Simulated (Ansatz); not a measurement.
**PH₃+ (doublet): wave-function methods side by side at distance P1–H2 = 3.056 Å, cc-pVDZ**

How much of the correlation energy of PH₃+ (doublet) does each wave-function method recover here?

Program: Ansatz 0.2.0, Gaussian basis. Level of theory: cc-pVDZ, core rule «outside noble gas», up to 5 orbitals frozen. These are calculated values, not measurements.

The runs, in order: UHF; CCSD(T) on ROHF; CCSD(T) on UHF; BCCD(T) on ROHF; CISD as a restricted active space (open shells left free, so some higher excitations enter); CCSDT(Q) on ROHF; CCSDT(Q) on UHF; CCSDTQ on ROHF; CCSDTQ on UHF; CASSCF and MRCISD+Q, 3 electrons in 3 orbitals; CASSCF and NEVPT2, 3 electrons in 3 orbitals; CASSCF and MRCISD+Q, 7 electrons in 7 orbitals; CASSCF and NEVPT2, 7 electrons in 7 orbitals; Full CI.

### 1 What is computed

The geometry derives from a PBE0/def2-TZVP stationary point (not a proven minimum). One bond is set to the value named and the two fragments are kept rigid.

4 atoms, charge 1, spin multiplicity 2.

Atoms are counted from 1 here; the program's logs count them from 0.

Bond lengths: P1–H3 1.405 Å, P1–H4 1.405 Å. Angles: H3–P1–H4 113.3°.

### 2 UHF

Input file in.yaml:

```yaml
crystal:
  periodic: [false, false, false]
  atoms:
    - {symbol: P, position_ang: [-0.047112, -0.000552, -0.045963]}
    - {symbol: H, position_ang: [2.898632, 0.031105, 0.766887]}
    - {symbol: H, position_ang: [-0.737600, 1.166278, 0.321156]}
    - {symbol: H, position_ang: [-0.713276, -1.180424, 0.324401]}
basis:
  gaussian: {orbitals: cc-pVDZ}
total_charge: 1
magnetization: {spin_polarized: true, initial_magnetization: 1}
hamiltonian: {xc: hf}
output: {orbitals: {seedname: orbitals}}
```

On the command line:

```bash
ansatz run in.yaml --threads 1 --pin off --events-out ev --progress --plain --max-ram 2816MiB --backend cpu
```

After this run come: CCSD(T) on ROHF; CCSD(T) on UHF; BCCD(T) on ROHF; CISD as a restricted active space (open shells left free, so some higher excitations enter); CCSDT(Q) on ROHF; CCSDT(Q) on UHF; CCSDTQ on ROHF; CCSDTQ on UHF; CASSCF and MRCISD+Q, 3 electrons in 3 orbitals; CASSCF and NEVPT2, 3 electrons in 3 orbitals; CASSCF and MRCISD+Q, 7 electrons in 7 orbitals; CASSCF and NEVPT2, 7 electrons in 7 orbitals; Full CI.

Q: Predict the results of all the runs planned. Wanted: FCI from the RHF energy; RMP2 from FCI; UMP2 from FCI; RCCSD from FCI; RCCSD(T) from FCI; UCCSD(T) from FCI; RCCSDT(Q) from FCI; UCCSDT(Q) from FCI; NEVPT2 pair from FCI.

As calculated:

```
                         quantity                                                                  value
          FCI from the ROHF energy                                                             -3.5851 eV
                    RMP2 from FCI                                                           +92.4 kJ/mol
                    UMP2 from FCI                                                           +87.0 kJ/mol
                   RCCSD from FCI                                                           +11.7 kJ/mol
                RCCSD(T) from FCI                                                            +4.8 kJ/mol
                UCCSD(T) from FCI                                                            +5.1 kJ/mol
               RCCSDT(Q) from FCI                                                            +0.1 kJ/mol
               UCCSDT(Q) from FCI                                                            +0.1 kJ/mol
             NEVPT2 pair from FCI                                                           +80.8 kJ/mol
           MRCISD+Q pair from FCI                                                            +3.8 kJ/mol
levels within 1 kcal/mol (43 meV)  RCCSDT, UCCSDT, RCCSDT(Q), UCCSDT(Q), RCCSDTQ, UCCSDTQ, MRCISD+Q pair
                    T1 diagnostic                                                                  0.066
   effectively unpaired electrons                                                                   1.33
```

RCCSD(T) lands +4.8 kJ/mol from the yardstick (1.4 % of the correlation energy). The occupations show static correlation (1.33 effectively unpaired electrons where one determinant has 1). Of the multireference levels listed MRCISD+Q pair comes nearest in total energy (+3.8 kJ/mol), which doesn't show that its space is the better one. These misses are within one basis, not against nature; the frozen cores of restricted and unrestricted runs differ, which can shift their rows.

Levels on UHF freeze UHF's core orbitals, full CI those of ROHF, so the U rows can settle a little off it for that reason alone.

With open shells the CI space here admits some higher excitations, so it is larger than plain CISD.
